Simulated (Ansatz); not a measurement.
Results of HSE06 (Ansatz, a first-principles code, PAW) for Ga₂O₃ (C2/m, No. 12).

Run with plane-wave cutoff 500 eV, 8×8×4 k mesh (along the axes of the cell as run), gaussian smearing 0.02 eV, scalar-relativistic PAW data made under PBE.

Cell (relaxed with r²SCAN):

```xyz
10
Lattice="1.5199 6.1272 -0.0003 1.5199 -6.1272 0.0003 0.0000 -1.3882 -5.6408" Properties=species:S:1:pos:R:3 pbc="T T T"
Ga     1.5199     4.7334    -1.1589
Ga     1.5199    -6.1216    -4.4818
Ga     1.5199    -2.8979    -3.8680
Ga     1.5199     1.5097    -1.7727
O      1.5199     2.8787    -5.0258
O      1.5199    -4.2669    -0.6150
O      1.5199     3.3969    -2.4622
O      1.5199    -4.7851    -3.1786
O      1.5199    -0.9872    -4.1952
O      1.5199    -0.4010    -1.4455
```

Question: Estimate the band gap that the calculation returns.

Answer: 
* **band gap**: 4.19 eV (on the SCF k mesh)

Measured, for comparison: band gap 4.85 ± 0.1 eV (room temperature, no zero-point or thermal correction, ARPES, indirect, as cited; as tabulated in Mengle et al. (2016), arXiv:1902.02681).

Note: cell and atoms aren't relaxed at this level (largest force component 0.05 eV/Å).

Spin–orbit coupling is not included.

Static lattice: no zero-point or thermal effects.
